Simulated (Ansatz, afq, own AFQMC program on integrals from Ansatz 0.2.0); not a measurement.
**SiN2H3, doublet in def2-TZVP, levels against AFQMC with the constraint released**

```xyz
6

N    -1.4496    0.3300   -0.3411
Si    0.0225   -0.5241   -0.4911
N     1.2382    0.0729    0.4007
H    -2.2871    0.0661   -0.8434
H    -1.5681    1.1438    0.2535
H     2.1958   -0.2513    0.4844
```

Connectivity, by distances: NH2–Si–NH.

Basis def2-TZVP. Only valence electrons are correlated. Integrals, coupled cluster, full CI and functionals: Ansatz 0.2.0; the random walks run on the same integrals in our own AFQMC program. The CISD trial takes its coefficients from CCSD amplitudes. Released means that phaseless walkers are propagated on without the constraint, phases kept. Uncertainties: one standard error, sampling alone.

Determinant: UHF, the one that the program's search chose, which needn't be the lowest solution. The geometry is a PBE0/def2-SVP stationary point of this or a neighbouring charge and spin state.

No full CI on the walks' own integrals is used here. The released AFQMC energy serves as the reference, which it does only where one determinant dominates, the energy is flat over the last release times and near the phaseless one (40 meV or 2 meV an electron, half that with transition metals). On small molecules, where full CI could be run and the noise was under 10 meV, such values lay within 10 meV of it in 19 cases of 20, a flattering rate, since the rule was set on those same cases; what remains of the bias isn't in the error bar.

Cautions: unrestricted determinant slightly spin contaminated (⟨S²⟩ 0.83 against 0.75); the released value is read at 0.99 1/Eh with a noise of 14 meV, more than in the cases checked, later times being too noisy (meV from the phaseless value at times in 1/Eh: -18 ± 12 at 0.24, -23 ± 11 at 0.51, -30 ± 14 at 0.99, -48 ± 19 at 1.50).

- T1 diagnostic: 0.0386
- weight of the determinant in the CISD state: 0.792
- ⟨S²⟩ of the determinant: 0.826
- size of the correlated space: 17 electrons in 110 orbitals

Reference: AFQMC with the constraint released, correlation energy -14.996 ± 0.014 eV.

| level | E − E(reference) (kcal/mol) | share of correlation (%) |
| --- | --- | --- |
| HF | 345.82 ± 0.33 | 0.00 |
| MP2 | 35.13 ± 0.33 | 89.84 |
| CCSD | 16.02 ± 0.33 | 95.37 |
| CCSD(T) | 1.24 ± 0.33 | 99.64 |
| ph-AFQMC/CISD | 0.68 ± 0.39 | 99.80 |

Released energies are given only where the last usable release times agree within the noise; a slower fall can still hide under it.
